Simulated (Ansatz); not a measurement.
## HCN, singlet: reading a ladder of total energies

Geometry: a point of a breathe scan, not a stationary point.

```xyz
3

N     0.0000    0.0000    1.4280
C     0.0000    0.0000   -0.0327
H     0.0000    0.0000   -1.3953
```

Basis 6-31G; Ansatz 0.2.0. Only valence electrons are correlated (noble-gas cores frozen), which leaves 10 electrons in 18 orbitals. R marks a restricted (for open shells ROHF) determinant.

Full CI is exact within this basis and frozen core; it isn't the basis-set limit.

Runs differ by some tens of microhartree through their thresholds, so steps under 0.03 kcal/mol mean nothing.

```csv
level,total energy (hartree)
RHF,-92.641631
RMP2,-92.947055
RCCSD*,-92.922637
RCCSD(T)*,-92.939330
RCCSDT,-92.938212
RCCSDT(Q),-92.943103
RCCSDTQ,-92.941612
full CI,-92.942443
```

Question: What is the correlation energy at full CI, and what share of it do RMP2 and RCCSD(T) recover?

Answer: E(corr) = -92.942443 − (-92.641631) = -0.300812 hartree = -8.186 eV. RMP2: -0.305424 / -0.300812 = 101.53 %. RCCSD(T): -0.297699 / -0.300812 = 98.97 %.

Question: By how many kcal/mol does RCCSD(T) miss full CI (1 hartree = 627.509 kcal/mol), and which steps make up the rest?

Answer: -92.939330 − (-92.942443) = 0.003113 hartree = 1.95 kcal/mol. Steps: RCCSDT − RCCSD(T) = 0.70, RCCSDT(Q) − RCCSDT = -3.07, RCCSDTQ − RCCSDT(Q) = 0.94, full CI − RCCSDTQ = -0.52 kcal/mol. With more than one leading determinant such errors change with state and geometry, and needn't cancel in differences.

An asterisk marks runs whose energy the program itself flagged as in doubt.
